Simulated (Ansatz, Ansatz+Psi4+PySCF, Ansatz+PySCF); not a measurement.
```yaml
atoms:
  - { symbol: H, position_ang: [-0.0398, 0.0000, 0.0441] }
  - { symbol: F, position_ang: [-0.0493, 0.0000, 1.2826] }
  - { symbol: C, position_ang: [-0.0615, 0.0000, 2.9512] }
  - { symbol: H, position_ang: [0.9905, 0.0000, 3.1943] }
  - { symbol: H, position_ang: [-0.5901, 0.9124, 3.1835] }
  - { symbol: H, position_ang: [-0.5901, -0.9124, 3.1835] }
```

Basis set: cc-pVTZ (spherical functions). Frozen core: 2 orbitals. Correlation on ROHF uses semicanonical orbitals with singles. Charge 0, multiplicity 2.

Computed with Ansatz (development build ahead of 0.2.0); each method stands on the lowest determinant of its kind that the runs found.

Task: Give the atomization energy at this shape (free ground-state atoms in the same class of orbitals less the molecule, no zero-point energy) of doublet CH₄F by ROHF-CCSD(T), ROHF-MP2, ROHF.

Result:

```json
{"method": "ROHF-CCSD(T)", "atomization energy": "380.13 kcal/mol"}
{"method": "ROHF-MP2", "atomization energy": "379.73 kcal/mol"}
{"method": "ROHF", "atomization energy": "264.34 kcal/mol"}
```
